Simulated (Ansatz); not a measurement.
Ansatz (an electronic-structure program) input (CCSD(T)/6-31G*):

Ansatz 0.2 input:
```yaml
crystal:
  periodic: [false, false, false]
  atoms:
    - {symbol: C, position_ang: [-0.01075073, 0.64443952, -0.00020773]}
    - {symbol: C, position_ang: [1.14148505, -0.05703999, 0.00113003]}
    - {symbol: F, position_ang: [-1.11822560, -0.31777191, -0.00099264]}
    - {symbol: H, position_ang: [1.19675056, -1.15149369, 0.00151889]}
    - {symbol: H, position_ang: [2.08287389, 0.48704365, 0.00188105]}
basis:
  gaussian:
    orbitals: 6-31G*
total_charge: -1
magnetization: {spin_polarized: false}
correlation: {method: ccsd_t, electrons: outside_noble_gas}
```

Output:

```
Functional definition: HF
integrals: 0.02 GiB planned
479 factors; integrals over basis functions are off by at most 1.0e-3 eV
mean field: 0.08 GiB planned
mean field evaluation 1: about -4793.6436 eV, gradient 2.3e1 eV
mean field evaluation 2: about -4793.6517 eV, gradient 2.3e1 eV
mean field evaluation 4: about -4795.0279 eV, gradient 2.8e0 eV
mean field evaluation 8: about -4795.0580 eV, gradient 2.3e-4 eV
mean field evaluation 16: about -4795.0559 eV, gradient 6.3e-1 eV
mean field -4795.05797319 eV, -176.2151303076 hartree, gradient 3.3e-6 eV, S^2 0.000000; 0 other end points of the search recorded, 0 dependent functions left out
3 core orbitals not correlated
reference -4795.05797319 eV, -176.2151303076 hartree; 9, 9 occupied and 37, 37 virtual orbitals, 479 factors
second order -11.50373305 eV of doubles, -0.00000000 eV of singles
coupled cluster: 0.08 GiB planned
cycle   1  -11.70147475 eV  change   -2.0e-1 eV  update   9.0e-2
cycle   2  -12.03224165 eV  change   -3.3e-1 eV  update   2.8e-2
cycle   3  -12.12422296 eV  change   -9.2e-2 eV  update   1.5e-2
cycle   4  -12.12517556 eV  change   -9.5e-4 eV  update   4.4e-3
cycle   5  -12.12303853 eV  change    2.1e-3 eV  update   1.8e-3
cycle   6  -12.12323595 eV  change   -2.0e-4 eV  update   6.7e-4
cycle   7  -12.12306088 eV  change    1.8e-4 eV  update   2.4e-4
cycle   8  -12.12301986 eV  change    4.1e-5 eV  update   8.7e-5
cycle   9  -12.12304536 eV  change   -2.6e-5 eV  update   3.7e-5
cycle  10  -12.12304715 eV  change   -1.8e-6 eV  update   1.0e-5
perturbative correction -0.37117207 eV, -0.0136403222 hartree
Total energy: -4807.55219241 eV, -176.6742843953 hartree
```

It need not be the lowest isomer of its formula. Whether it binds its extra electron was not tested at this geometry.
